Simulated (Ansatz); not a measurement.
**H2Ge–As⁺, triplet in cc-pVDZ: errors against RCCSDTQ**

Geometry: that of the H2Ge–As, doublet, kept fixed.

```xyz
4

Ge    0.0000    0.0000    1.1006
As    0.0000    0.0000   -1.1202
H     0.0000    1.2662    1.9719
H     0.0000   -1.2662    1.9719
```

Basis cc-pVDZ; Ansatz 0.2.0. Only valence electrons are correlated (noble-gas cores and the filled d shells of p-block atoms frozen), which leaves 10 electrons in 36 orbitals. Prefix R: restricted or restricted open-shell reference; prefix U: unrestricted. Active spaces: valence = (10e, 10o) chosen from the atoms' valence shells. No spin–orbit coupling is included, and no scalar relativity.

Full CI isn't at hand for all of this; RCCSDTQ serves as the reference, and is uncertain by about the last step of the cluster series. The frozen core follows each run's orbitals, which can shift R against U totals by a few meV for light atoms and by up to 0.1 eV past Ca.

For open shells CISD is restricted-active-space CI with the open shells as a complete middle space.

The UHF ⟨S²⟩ is 2.014, the T1 diagnostic (RCCSD) is 0.0205 and the largest doubles amplitude (RCCSD) is 0.050.

```json
{"level": "RHF", "E − E(RCCSDTQ) (kcal/mol)": "114.68", "share of correlation (%)": "0.00", "wall time": "–"}
{"level": "RMP2", "E − E(RCCSDTQ) (kcal/mol)": "24.86", "share of correlation (%)": "78.32", "wall time": "–"}
{"level": "CISD", "E − E(RCCSDTQ) (kcal/mol)": "11.22", "share of correlation (%)": "90.21", "wall time": "2.9 s"}
{"level": "RCCSD", "E − E(RCCSDTQ) (kcal/mol)": "3.86", "share of correlation (%)": "96.63", "wall time": "–"}
{"level": "RCCSD(T)", "E − E(RCCSDTQ) (kcal/mol)": "0.85", "share of correlation (%)": "99.25", "wall time": "8 s"}
{"level": "BCCD(T)", "E − E(RCCSDTQ) (kcal/mol)": "0.84", "share of correlation (%)": "99.26", "wall time": "5.5 s"}
{"level": "RCCSDT", "E − E(RCCSDTQ) (kcal/mol)": "0.18", "share of correlation (%)": "99.85", "wall time": "–"}
{"level": "RCCSDT(Q)", "E − E(RCCSDTQ) (kcal/mol)": "0.02", "share of correlation (%)": "99.98", "wall time": "15 s"}
{"level": "CASSCF (valence space)", "E − E(RCCSDTQ) (kcal/mol)": "74.07", "share of correlation (%)": "35.41", "wall time": "–"}
{"level": "NEVPT2 (valence space)", "E − E(RCCSDTQ) (kcal/mol)": "19.41", "share of correlation (%)": "83.07", "wall time": "9.5 s"}
{"level": "MRCISD (valence space)", "E − E(RCCSDTQ) (kcal/mol)": "4.93", "share of correlation (%)": "95.70", "wall time": "–"}
{"level": "MRCISD+Q (valence space)", "E − E(RCCSDTQ) (kcal/mol)": "0.42", "share of correlation (%)": "99.64", "wall time": "11 s (H100)"}
```

The correlation energy at RCCSDTQ, counted from RHF, is -4.973 eV. That run took 64 s on 2 threads of AMD EPYC 7R13 with a shared H100 80 GB, shared host.

Run but not shown, since their state or frozen core can't be matched to the reference's or they repeat it: UHF, UMP2, UCCSD, UCCSD(T), UCCSDT, UCCSDT(Q).

Times hold each run's SCF and search for its determinant on a shared host, so for small cases they say little of a method's own cost; rows without a card ran on 1 thread of AMD EPYC 7R13.

Natural occupations of CASSCF (valence space) about the gap: 1.988 1.979 1.968 1.958 1.000 0.997 0.041 0.025 0.023 0.021; effectively unpaired electrons, Σ n²(2−n)², 2.03.
